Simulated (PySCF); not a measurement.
This PySCF input asks for the NMR shieldings of fluoromethylsilane (SMILES C[SiH2]F); the geometry comes from PBE0-D3(BJ)/def2-TZVP.

```python
import basis_set_exchange as bse
import numpy as np
from pyscf import gto, dft
from pyscf.prop import nmr

atoms = """
C    -0.904457    0.136594   -0.354319
Si    0.805569   -0.165170    0.292675
F     1.428610    1.218321    0.812895
H    -1.557792    0.529688    0.427532
H    -0.889999    0.847441   -1.183388
H    -1.335647   -0.800518   -0.717883
H     1.704219   -0.684270   -0.769021
H     0.796435   -1.103685    1.442931
"""
names = dict.fromkeys(["C", "Si", "F", "H"], "pcSseg-2")
basis = {el: gto.basis.parse(bse.get_basis(n, elements=[el], fmt="nwchem")) for el, n in names.items()}
mol = gto.M(atom=atoms, basis=basis, charge=0, verbose=0)
mf = dft.RKS(mol, xc="PBE0")
mf.grids.level = 2
mf.grids.alignment = dft.numint.BLKSIZE   # the property module wants whole blocks of grid points
mf.conv_tol = 1e-9
mf.kernel()

calc = nmr.RKS(mf)   # GIAO
C = mf.mo_coeff
Co = C[:, mf.mo_occ > 0]
resp = mf.gen_response(singlet=True, hermi=2)
def vind(x):   # induced exchange potential for any number of trial vectors
    d = np.einsum("pi,xij,qj->xpq", C, 2 * x.reshape(-1, C.shape[1], Co.shape[1]), Co, optimize=True)
    return np.einsum("xpq,pi,qj->xij", resp(d - d.transpose(0, 2, 1)), C, Co, optimize=True).ravel()
mo1, _ = nmr.rhf.solve_mo1(calc, with_cphf=vind)
sigma = calc.kernel(mo1)
for i, s in enumerate(sigma):   # ppm
    w = np.linalg.eigvalsh((s + s.T) / 2)
    print("%2d %-2s iso %8.1f  s11 %8.1f  s22 %8.1f  s33 %8.1f" % (i, mol.atom_pure_symbol(i), w.mean(), *w))
```

**Question.** What are the results?

**Answer.** 
```
 0 C  iso    187.7  s11    174.1  s22    190.6  s33    198.4
 1 Si iso    337.8  s11    273.1  s22    335.0  s33    405.2
 2 F  iso    384.9  s11    365.9  s22    379.5  s33    409.5
 3 H  iso     30.9  s11     27.2  s22     28.2  s33     37.2
 4 H  iso     30.9  s11     27.2  s22     28.2  s33     37.1
 5 H  iso     31.6  s11     27.9  s22     28.2  s33     38.7
 6 H  iso     26.1  s11     23.1  s22     24.9  s33     30.4
 7 H  iso     26.1  s11     23.1  s22     24.9  s33     30.4
```

These numbers come from an equivalent density-fitted implementation of the same equations, which agrees with the script to about 0.01 ppm for H and up to a few tenths of a ppm for heavy atoms, so last digits may differ.

**Question.** Turn these shieldings into chemical shifts. Referencing at the same level of theory: $^{13}$C (σ = 186.03 ppm) and $^{29}$Si (σ = 342.20 ppm) and $^{1}$H (σ = 31.52 ppm) against TMS; CFCl3 for $^{19}$F (σ = 174.31 ppm).

**Answer.** Averaging equivalent atoms: C 0: -1.7; Si 1: 4.4; F 2: -210.6; H 6/7: 5.38; H 3/4/5: 0.42 ppm. Unscaled 19F shifts against computed CFCl3 carry errors that often reach 10 to 50 ppm.

Size and cost of the density-fitted run: 185 basis functions, 9.7 s wall time on 1 thread of an Arm Neoverse V1, shared host; peak memory 0.83 GiB.
